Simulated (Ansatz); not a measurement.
**How far each method lies from full CI for PN⁺, doublet**

Geometry: that of the PN, singlet, kept fixed.

```yaml
atoms:
  - { symbol: N, position_ang: [0.0000, 0.0000, 0.0000] }
  - { symbol: P, position_ang: [0.0000, 0.0000, 1.4794] }
```

Basis 6-31G; Ansatz 0.2.0. Correlated methods freeze the noble-gas cores, which leaves 9 electrons in 16 orbitals. R marks a restricted (for open shells ROHF) determinant, U an unrestricted one. Active spaces: valence = (9e, 8o) chosen from the atoms' valence shells.

Full CI is exact within this basis and frozen core; it isn't the basis-set limit. The frozen core follows each run's orbitals, which can shift R against U totals by a few meV.

Unrestricted rows (U) aren't spin-pure: their determinants' ⟨S²⟩ exceeds S(S+1) by up to 0.83, so they mix in states of higher spin. For open shells CISD and CISDTQ are restricted-active-space CI with the open shells as a complete middle space.

The UHF ⟨S²⟩ is 1.584, the T1 diagnostic (RCCSD) is 0.0605 and the largest doubles amplitude (RCCSD) is 0.138. The T1 diagnostic (UCCSD) is 0.1097.

```
    level  E − E(RHF) (eV)
      UHF          -1.0201
     RMP2          -5.3184
     UMP2          -4.0429
    RCCSD          -5.4410
   UCCSD*          -5.4543
 RCCSD(T)          -5.6824
UCCSD(T)*          -5.6108
```

Q: Estimate how far full CI in 6-31G lies from RCCSD(T). The table doesn't fix it; the size of (T) and the diagnostics are the guide.

A: Full CI in 6-31G lies 7.3 kJ/mol below RCCSD(T), which is 31 % of the (T) step (-23.3 kJ/mol). T1 is raised, a doubles amplitude is large, and the rest is a large part of (T). The miss exceeds 1 kcal/mol.

The other levels:

```
                   level  E − E(full CI) (kJ/mol)  share of correlation (%)  wall time
                    CISD                     78.6                     85.85     0.72 s
                BCCD(T)*                      8.2                     98.53      1.3 s
                  RCCSDT                      6.1                     98.90          –
                  UCCSDT                      7.1                     98.72          –
                  CISDTQ                      5.7                     98.97      3.7 s
               RCCSDT(Q)                     -0.2                    100.03      4.5 s
               UCCSDT(Q)                      1.6                     99.71      5.5 s
                 RCCSDTQ                      1.1                     99.81       35 s
                 UCCSDTQ                      1.1                     99.80       36 s
  CASSCF (valence space)                    119.9                     78.42          –
  NEVPT2 (valence space)                     29.5                     94.70      2.2 s
  MRCISD (valence space)                      4.4                     99.20          –
MRCISD+Q (valence space)                      2.0                     99.64        3 s
```

An asterisk marks runs whose energy the program itself flagged as in doubt.

The correlation energy at full CI, counted from RHF, is -5.758 eV. That run took 24 s on 1 thread of Arm Neoverse V1, shared host over 1,989,600 determinants.

Times hold each run's SCF and search for its determinant on a shared host, so for small cases they say little of a method's own cost; they ran on 1 thread of Arm Neoverse V1.

The full-CI state has the irrep A1 of C2v, in the program's axes (one component, if the state is degenerate).

Natural occupations of full CI about the gap: 1.983 1.927 1.882 1.882 1.023 0.122 0.122 0.028 0.008 0.006; effectively unpaired electrons, Σ n²(2−n)², 1.23.
